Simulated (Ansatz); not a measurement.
A run of Ansatz (development build ahead of 0.2.0) on singlet AlF at this shape:

| atom | x (Å) | y (Å) | z (Å) |
| --- | --- | --- | --- |
| Al | 0.0000 | 0.0000 | -0.7407 |
| F | 0.0000 | 0.0000 | 1.0698 |

Its results:

* Converged: yes
* Reference energy: -341.46099 hartree
* Correlation energy: -0.31383 hartree
* Total energy: -341.77482 hartree
* Spin squared of the determinant: 0.000

Q: Which input gives this output? Name the method, the orbitals and the basis set, and write the input.

A: RHF-MP2 in cc-pVTZ. An unrestricted run that stays on the closed shell gives the same numbers.

```yaml
crystal:
  periodic: [false, false, false]
  atoms:
    - { symbol: Al, position_ang: [0.0, 0.0, -0.74067] }
    - { symbol: F, position_ang: [0.0, 0.0, 1.06985] }
basis:
  gaussian: { orbitals: cc-pVTZ }
hamiltonian:
  xc: hf
correlation:
  method: mp2
  frozen_orbitals: { Al: 5, F: 1 }
```
